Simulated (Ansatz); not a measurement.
```yaml
crystal:
  periodic: [false, false, false]
  atoms:
    - {symbol: F, position_ang: [0.759620, 0.175165, 1.430056]}
    - {symbol: S, position_ang: [-0.514966, 0.001012, 0.223490]}
    - {symbol: F, position_ang: [0.367344, -1.332840, -0.438004]}
    - {symbol: S, position_ang: [-0.738685, 1.455996, -1.085848]}
basis:
  gaussian: {orbitals: STO-3G}
hamiltonian: {xc: {name: CCSD(T)}, dispersion: d4}
scf: {lower_state_search: light}
output: {forces: true}
```

```sh
$ ansatz run in.yaml --threads 4 --pin off --events-out ev --progress --plain --max-ram 10444MiB
```

Shortened log:

```
Error: YAML parse error: error: line 10 column 19: hamiltonian.xc: no functional is named "CCSD(T)"; the names, which are not case-sensitive, are SVWN5, SPW92, PBE, PBE0, PBEsol, revPBE, revPBE0, RPBE, rPW86-PBE, HSE06, wPBEh, LC-wPBE, HISS, HF, BLYP, B3LYP, B3LYP5, BHLYP, CAM-B3LYP, r2SCAN, r2SCANh, r2SCAN0, r2SCAN50, m-r2SCAN, B97, wB97, wB97X, wB97X-V, B97M-V, wB97M-V, B2PLYP, B2GP-PLYP, PBE0-DH, PBE-QIDH
  --> <input>:10:19
   |
 8 | basis:
 9 |   gaussian: {orbitals: STO-3G}
10 | hamiltonian: {xc: {name: CCSD(T)}, dispersion: d4}
   |                   ^ hamiltonian.xc: no functional is named "CCSD(T)"; the names, which are not case-sensitive, are SVWN5, SPW92, PBE, PBE0, PBEsol, revPBE, revPBE0, RPBE, rPW86-PBE, HSE06, wPBEh, LC-wPBE, HISS, HF, BLYP, B3LYP, B3LYP5, BHLYP, CAM-B3LYP, r2SCAN, r2SCANh, r2SCAN0, r2SCAN50, m-r2SCAN, B97, wB97, wB97X, wB97X-V, B97M-V, wB97M-V, B2PLYP, B2GP-PLYP, PBE0-DH, PBE-QIDH
11 | scf: {lower_state_search: light}
12 | output: {forces: true}
   |
```

(1) Something in this input is off. What?

## Answers

(1) The method's name isn't one that the program takes here. The program refused the input.

HSE06 is defined as in plane-wave codes.
